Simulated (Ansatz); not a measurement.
Ansatz (a quantum-chemistry and plane-wave program) input (SVWN5/def2-TZVPD):

Ansatz 0.2 input:
```yaml
crystal:
  periodic: [false, false, false]
  atoms:
    - {symbol: C, position_ang: [0.13024566, 0.85108141, -0.45470947]}
    - {symbol: O, position_ang: [-0.00376065, -0.00303305, 0.86250643]}
    - {symbol: C, position_ang: [0.02493219, -0.64005001, -0.38613383]}
    - {symbol: H, position_ang: [-0.92028812, 1.20080584, -0.62002850]}
    - {symbol: H, position_ang: [-0.89689779, -1.18874982, -0.64519838]}
    - {symbol: H, position_ang: [0.91620393, -1.25398011, -0.58976473]}
basis:
  gaussian:
    orbitals: def2-TZVPD
hamiltonian:
  xc: {name: SVWN5}
total_charge: -1
output: {forces: true}
```

End of the output:

```
integrals: 0.03 GiB planned
685 factors; their error is unknown
mean field: 0.39 GiB planned
mean field evaluation 1: about -4130.0170 eV, gradient 4.4e1 eV
mean field evaluation 2: about -4089.4222 eV, gradient 1.1e2 eV
mean field evaluation 4: about -4133.9944 eV, gradient 1.3e1 eV
mean field evaluation 8: about -4134.3225 eV, gradient 1.1e-1 eV
mean field evaluation 16: about -4134.2962 eV, gradient 8.0e-3 eV
mean field -4134.29624022 eV, -151.9325845014 hartree, gradient 2.8e-5 eV, S^2 0.000000; 0 other end points of the search recorded, 0 dependent functions left out
the calculation of the forces begins
reference -4134.29628238 eV, -151.9325860508 hartree; 12, 12 occupied and 129, 129 virtual orbitals, 685 factors
Total energy: -4134.29628238 eV, -151.9325860508 hartree
Atom 0 at     0.130246     0.851081    -0.454709 Å, force     0.105273    -0.552080     0.479690 eV/Å
Atom 1 at    -0.003761    -0.003033     0.862506 Å, force     0.030408     0.196043    -0.667970 eV/Å
Atom 2 at     0.024932    -0.640050    -0.386134 Å, force     0.055701     0.508019     0.308371 eV/Å
Atom 3 at    -0.920288     1.200806    -0.620028 Å, force    -0.163017     0.063530    -0.017328 eV/Å
Atom 4 at    -0.896898    -1.188750    -0.645198 Å, force    -0.306907    -0.104542    -0.053607 eV/Å
Atom 5 at     0.916204    -1.253980    -0.589765 Å, force     0.278541    -0.110970    -0.049156 eV/Å
Dipole moment:    -0.332366    -0.670474     0.022967 e Å
```

It need not be the lowest isomer of its formula. Whether it binds its extra electron was not tested at this geometry.
